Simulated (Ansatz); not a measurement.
Process, species as SMILES: C(=O)O + 3 [H][H] (H2) → C (CH4) + 2 O (H2O)
B3LYP-D3(BJ)/def2-TZVP geometries, fixed; electronic energies without zero-point terms.
Largest species:
```xyz
5

O     -1.0316    -0.4355    -0.0191
C      0.0042     0.4206     0.0039
O      1.1586     0.1057     0.0179
H     -0.6697    -1.3375    -0.0221
H     -0.3712     1.4518     0.0079
```
Charge 0, spin multiplicity 1.

How fast the energy of full hydrogenation converges with the basis for several methods (Ansatz, a program for electronic structure): deviation from each method's own reference, in kcal/mol. References: B3LYP -53.49 kcal/mol, the value in aug-pcseg-3; CCSD(T) -56.24 kcal/mol, Hartree-Fock in aug-cc-pVQZ plus the correlation part extrapolated as X^-3 from aug-cc-pVTZ and aug-cc-pVQZ; HF -56.58 kcal/mol, the value in aug-pcseg-3; MP2 -56.94 kcal/mol, Hartree-Fock in aug-cc-pVQZ plus the correlation part extrapolated as X^-3 from aug-cc-pVTZ and aug-cc-pVQZ; PBE -52.49 kcal/mol, the value in aug-pcseg-3; wB97M-V -55.58 kcal/mol, the value in aug-pcseg-3. Cartesian d functions, on some or all atoms, in 6-31G**; all else is spherical. In correlated methods cores are frozen. Species with rotatable bonds are taken in one conformer. No added dispersion term, no relativity. Functionals ending in -V hold VV10 correlation. 

```
basis            functions  B3LYP  CCSD(T)     HF    MP2    PBE  wB97M-V
---------------  ---------  -----  -------  -----  -----  -----  -------
STO-3G                  17  34.70    42.67   0.71  41.86  45.47    28.91
3-21G                   31  28.71    34.04   6.02  33.68  33.58    24.15
def2-SV(P)              46  31.45    38.13  22.70  37.56  34.30    28.74
cc-pVDZ                 52  13.51    12.11   4.16  12.69  15.59    10.02
def2-SVP                52  13.43    10.92   3.43  11.49  15.28     9.68
6-31G**                 55  12.28    11.51   3.50  12.16  13.88    10.60
6-311+G**               78   0.51     3.37  -1.63   2.94   1.13     0.11
aug-pcseg-1             87   0.88     0.87   0.62   1.27   1.40    -0.55
6-311++G(2d,2p)        101  -1.40    -0.15  -2.45  -0.58  -0.96    -1.35
cc-pVTZ                118   5.02     3.83   2.08   4.29   5.90     5.15
jun-cc-pV(T+d)Z        145  -0.21     0.01  -0.45   0.11  -0.18    -0.21
def2-QZVPP             231   0.74     0.19   0.24   0.26   0.98     0.81
```

Mean absolute deviation over 6-311+G**, 6-311++G(2d,2p), cc-pVTZ, jun-cc-pV(T+d)Z: HF 1.65, wB97M-V 1.71, B3LYP 1.78, CCSD(T) 1.84, MP2 1.98, PBE 2.04 kcal/mol.
